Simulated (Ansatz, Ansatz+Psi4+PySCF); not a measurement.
```xyz
7

H    -2.6270    0.0034    0.0013
C    -1.6054   -0.3557    0.0002
C    -0.5835    0.5021   -0.0001
C     0.7830    0.0895   -0.0009
N     1.8948   -0.2238    0.0006
H    -1.4504   -1.4277   -0.0010
H    -0.7508    1.5744    0.0005
```

Basis set: cc-pVTZ (spherical functions). Frozen core: 4 orbitals. Charge 0, multiplicity 1.

Computed with Ansatz (development build ahead of 0.2.0); each method stands on the lowest determinant of its kind that the runs found. Restricted open shells among the atoms or ions are ROHF, correlated in semicanonical orbitals with singles.

**Question.** Give the atomization energy at this shape (free ground-state atoms in the same class of orbitals less the molecule, no zero-point energy) of singlet C3H3N by RHF-MP2, RHF.

**Answer.**

```csv
method,atomization energy
RHF-MP2,760.08 kcal/mol
RHF,545.26 kcal/mol
```
